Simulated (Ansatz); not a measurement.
Reaction (SMILES): C=O (CH2-O) + 2 [H][H] (H2) → C (CH4) + O (H2O)
B3LYP-D3(BJ)/def2-TZVP geometries, fixed; electronic energies without zero-point terms.

Basis-set convergence of the energy of full hydrogenation at CCSD(T) with Ansatz (a program for electronic structure). All functions are spherical. Cores are frozen. No added dispersion term, no relativity. Functions are those of the species that has most. Reference: Hartree-Fock in cc-pVQZ plus the correlation part extrapolated as X^-3 from cc-pVTZ and cc-pVQZ, -59.88 kcal/mol, itself unsure by roughly 0.37 kcal/mol (a third of the extrapolation step and of the last Hartree-Fock step). Deviations are taken from unrounded values.

```csv
basis,functions,energy of full hydrogenation (kcal/mol),minus reference (kcal/mol)
STO-3G,12,-30.69,29.19
def2-SV(P),32,-35.41,24.47
cc-pVDZ,38,-51.96,7.92
def2-SVP,38,-53.31,6.57
pcseg-1,38,-53.67,6.21
6-311G**,48,-53.18,6.70
aug-cc-pVDZ,64,-59.96,-0.08
pcseg-2,88,-58.92,0.96
jun-cc-pV(T+d)Z,106,-59.49,0.39
"6-311++G(3df,3pd)",114,-59.24,0.64
aug-cc-pVTZ,138,-59.78,0.10
cc-pVQZ,175,-59.05,0.82
pcseg-3,192,-59.94,-0.06
```

The smallest set listed that lies within 4 kcal/mol of the reference with all its larger relatives (same family, alike in diffuse functions; a set with none counts only in the reference's own line) is aug-cc-pVDZ (64 functions, -0.08 kcal/mol off). Inside, with no larger relative to test it: 6-311++G(3df,3pd).
